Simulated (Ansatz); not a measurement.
A ladder of methods for NO (nitric oxide)

The species is NO (2 atoms), meant as a doublet with charge 0. SMILES: `[N]=O`. The shape was relaxed beforehand at wB97X-V/def2-SVP.

```xyz
2

N    -0.4858    0.1778   -0.2451
O     0.4858   -0.1778    0.2451
```

Each level gives the electronic atomisation energy (eV). The values are calculated. Electronic energies at fixed atoms, without zero-point motion or spin-orbit coupling.

| level | kind | program | value (eV) | less CCSD(T)/def2-TZVPP |
| --- | --- | --- | --- | --- |
| UHF/def2-TZVPP | Hartree–Fock | Ansatz | 2.32 | -3.90 |
| USVWN5/def2-TZVPP | LDA | Ansatz | 8.61 | +2.39 |
| UPBE/def2-TZVPP | GGA | Ansatz | 7.46 | +1.24 |
| U-r2SCAN/def2-TZVPP | meta-GGA | Ansatz | 6.60 | +0.38 |
| UB3LYP/def2-TZVPP | global hybrid | Ansatz | 6.72 | +0.50 |
| U-wB97M-V/def2-TZVPP | range-separated hybrid | Ansatz | 6.71 | +0.49 |
| UCAM-B3LYP/def2-TZVPP | range-separated hybrid | Ansatz | 6.73 | +0.51 |
| RPA@PBE/def2-TZVPP | RPA | Ansatz | 6.17 | -0.05 |
| UMP2/def2-TZVPP | perturbation theory | Ansatz | 6.59 | +0.37 |
| UCCSD(T)/def2-TZVPP | coupled cluster or CI | Ansatz | 6.22 | 0.00 |

UCCSD(T)/def2-TZVPP is the highest level here, not the true value. The values span 2.32 to 8.61 eV.
